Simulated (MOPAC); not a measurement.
MOPAC input (PM7):

```
PM7 PRECISE GNORM=0.05 LET XYZ GEO-OK AUX(PRECISION=9) THREADS=1
O2S

S    -0.01709357 1    0.00412436 1    0.36533252 1
O     0.02559840 1    1.23445278 1   -0.37891730 1
O     0.00858873 1   -1.24270151 1   -0.35174774 1
```

Output:

```
 *******************************************************************************
 **                                                                           **
 **                              MOPAC v23.2.5                                **
 **                                                                           **
 *******************************************************************************
 ** MOPAC's Digital Object Identifier: https://doi.org/10.5281/zenodo.6511958 **
 **                                                                           **
 ** Please cite the open-source release paper for use of this MOPAC version:  **
 ** J. E. Moussa and J. J. P. Stewart (2026)                                  **
 ** MOPAC: An open-source semiempirical molecular orbital program             **
 ** J. Open Source Softw., 11(119), 8025, https://doi.org/10.21105/joss.08025 **
 *******************************************************************************

                              PM7 CALCULATION RESULTS

 *******************************************************************************
 *  PM7        - The PM7 Hamiltonian to be used
 *  GEO-OK     - OVERRIDE INTERATOMIC DISTANCE AND OTHER SAFETY CHECKS
 *  LET        - OVERRIDE SOME SAFETY CHECKS
 *  PRECISE    - TIGHTER CRITERIA TO BE USED
 *  XYZ        - CARTESIAN COORDINATE SYSTEM TO BE USED
 *  GNORM      - EXIT WHEN GRADIENT NORM DROPS BELOW 0.050
 *  AUX        - OUTPUT AUXILIARY INFORMATION
 *******************************************************************************
PM7 PRECISE GNORM=0.05 LET XYZ GEO-OK AUX(PRECISION=9) THREADS=1
 O2S

   ATOM   CHEMICAL          X               Y               Z
  NUMBER   SYMBOL      (ANGSTROMS)     (ANGSTROMS)     (ANGSTROMS)

     1       S         -0.01709357  *   0.00412436  *   0.36533252  *
     2       O          0.02559840  *   1.23445278  *  -0.37891730  *
     3       O          0.00858873  *  -1.24270151  *  -0.35174774  *

          CARTESIAN COORDINATES

    NO.       ATOM           X           Y           Z

     1         S         -0.0171      0.0041      0.3653
     2         O          0.0256      1.2345     -0.3789
     3         O          0.0086     -1.2427     -0.3517

 General Reference for PM7:
 "Optimization of Parameters for Semiempirical Methods VI: More Modifications to the
 NDDO Approximations and Re-optimization of Parameters", J. J. P. Stewart, J. Mol. Mod., 1:32, 19 (2013)
 https://link.springer.com/article/10.1007/s00894-012-1667-x

           Empirical Formula: O2 S  =     3 atoms

      MOLECULAR POINT GROUP   :   C2v

      RHF CALCULATION, NO. OF DOUBLY OCCUPIED LEVELS = 9

          Geometry optimization using EF

          DIAGONAL MATRIX USED AS START HESSIAN

 CYCLE:     1  GRAD.:    37.104 HEAT: -63.81657
 CYCLE:     2  GRAD.:   234.826 HEAT: -51.67367
 CYCLE:     3  GRAD.:    19.908 HEAT: -63.89963
 CYCLE:     4  GRAD.:    11.796 HEAT: -65.09938
 CYCLE:     5  GRAD.:     2.806 HEAT: -65.19044
 CYCLE:     6  GRAD.:     0.340 HEAT: -65.19967
 CYCLE:     7  GRAD.:     4.925 HEAT: -65.19601
 CYCLE:     8  GRAD.:     0.056 HEAT: -65.19974
 CYCLE:     9  GRAD.:     0.040 HEAT: -65.19974

     GRADIENT =  0.04004 IS LESS THAN CUTOFF =  0.05000

 -------------------------------------------------------------------------------
 PM7 PRECISE GNORM=0.05 LET XYZ GEO-OK AUX(PRECISION=9) THREADS=1
 O2S

     GEOMETRY OPTIMISED USING EIGENVECTOR FOLLOWING (EF).
     SCF FIELD WAS ACHIEVED

                              PM7 CALCULATION
                                                       MOPAC v23.2.5 Linux

          FINAL HEAT OF FORMATION =        -65.19974 KCAL/MOL =    -272.79571 KJ/MOL

          COSMO AREA              =         74.65 SQUARE ANGSTROMS
          COSMO VOLUME            =         56.99 CUBIC ANGSTROMS

          GRADIENT NORM           =          0.04004          =       0.02312 PER ATOM
          IONIZATION POTENTIAL    =         10.081961 EV
          HOMO LUMO ENERGIES (EV) =        -10.082 -0.623
          NO. OF FILLED LEVELS    =          9
          MOLECULAR WEIGHT        =         64.0588         POINT GROUP:  C2v

          MOLECULAR DIMENSIONS (Angstroms)

            Atom       Atom       Distance
            O     3    O     2     2.55353
            S     1    O     3     0.61820
            S     1    O     3     0.00000

          SCF CALCULATIONS        =         10

   ATOM   CHEMICAL          X               Y               Z
  NUMBER   SYMBOL      (ANGSTROMS)     (ANGSTROMS)     (ANGSTROMS)

     1       S         -0.01399275  *   0.00338489  *   0.29906137  *
     2       O          0.02366502  *   1.27305473  *  -0.33242640  *
     3       O          0.00613269  *  -1.28025669  *  -0.30442750  *

                             CARTESIAN COORDINATES

   1    S       -0.013992750     0.003384889     0.299061371
   2    O        0.023665025     1.273054726    -0.332426405
   3    O        0.006132692    -1.280256687    -0.304427495

           Empirical Formula: O2 S  =     3 atoms

      MOLECULAR POINT GROUP   :   C2v

                  EIGENVALUES
 -30.49869 -29.31969 -18.99389 -14.91926 -14.91179 -14.49813 -12.18784 -12.15358
 -10.08196  -0.62340   0.75044   2.32202   4.60834   4.65646   4.87428   5.61357
   6.25034

              NET ATOMIC CHARGES AND DIPOLE CONTRIBUTIONS

  ATOM NO.   TYPE          CHARGE      No. of ELECS.   s-Pop       p-Pop       d-Pop
    1          S           1.348113        4.6519     1.80252     2.28375     0.56562
    2          O          -0.674051        6.6741     1.88934     4.78471
    3          O          -0.674062        6.6741     1.88935     4.78471
 DIPOLE           X         Y         Z       TOTAL
 POINT-CHG.    -0.187     0.045     3.998     4.003
 HYBRID         0.068    -0.016    -1.450     1.451
 SUM           -0.119     0.029     2.549     2.552

          ATOMIC ORBITAL ELECTRON POPULATIONS

     Atom    s        px        py        pz      x^2-y^2     xz        z^2       yz        xy
    1  S   1.80252   0.68390   0.68299   0.91686   0.26075   0.00558   0.08964   0.11871   0.09094
    2  O   1.88934   1.61029   1.44729   1.72713
    3  O   1.88935   1.61040   1.44370   1.73061

 **********************
 *                    *
 * JOB ENDED NORMALLY *
 *                    *
 **********************

 == MOPAC DONE ==
```

The geometry given is a B3LYP-D3(BJ)/def2-TZVP minimum.
